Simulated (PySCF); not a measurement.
Simulated outer-valence photoelectron spectrum of `O=C[C@H](C)F`. The calculation used EOM-IP-CCSD/aug-cc-pVDZ in PySCF, restricted Hartree–Fock reference, 5 core orbitals frozen, non-relativistic, gas phase, PBE0-D3(BJ)/def2-SVP geometry.

Each root has a Gaussian of 0.8 eV full width with its one-hole share as area; cross sections and vibrations are left out, and the highest printed point is 100.

ionisation energy (eV), intensity and a bar:
```
      9.2          0 
      9.4          2 
      9.6          7 ##
      9.8         18 #####
     10.0         33 ##########
     10.2         45 #############
     10.4         43 #############
     10.6         29 #########
     10.8         14 ####
     11.0          5 #
     11.2          1 
     11.4          0 
     11.6          0 
     11.8          2 #
     12.0          8 ##
     12.2         19 ######
     12.4         35 ###########
     12.6         46 ##############
     12.8         43 #############
     13.0         34 ##########
     13.2         31 #########
     13.4         43 #############
     13.6         61 ##################
     13.8         77 #######################
     14.0         86 ##########################
     14.2         92 ############################
     14.4         99 ##############################
     14.6        100 ##############################
     14.8         89 ###########################
     15.0         67 ####################
     15.2         49 ###############
     15.4         46 ##############
     15.6         48 ###############
     15.8         45 ##############
     16.0         37 ###########
     16.2         34 ##########
     16.4         40 ############
     16.6         46 ##############
     16.8         41 ############
     17.0         26 ########
     17.2         11 ###
     17.4          4 #
     17.6          1 
     17.8          0
```

**Question.** Where are the maxima, and how many lines lie under the curve?

**Answer.** 5 maxima, at 10.3, 12.7, 14.5, 15.6 and 16.6 eV, from 8 lines. At this width some lines have no maximum of their own.

**Question.** List the lines with their holes.

**Answer.** 
```csv
E (eV),leading hole (HF orbital),area,Koopmans (eV)
10.27,HOMO,0.95,11.79
12.65,HOMO-1,0.95,13.78
13.66,HOMO-2,0.95,14.91
14.11,HOMO-3,0.95,15.24
14.56,HOMO-4,0.95,15.64
14.82,HOMO-5,0.95,16.59
15.68,HOMO-6,0.94,17.67
16.64,HOMO-7,0.94,19.03
```

The widest gap, 2.38 eV, lies between 10.27 and 12.65 eV. Only orbitals with −ε under 21 eV, eight at most, were ionised, so the high end of the curve may lack lines.

The values belong to the conformer `[CH3:1][C@H:2]([F:3])[CH:4]=[O:5]`: C1–C2–C4–O5 -47°.
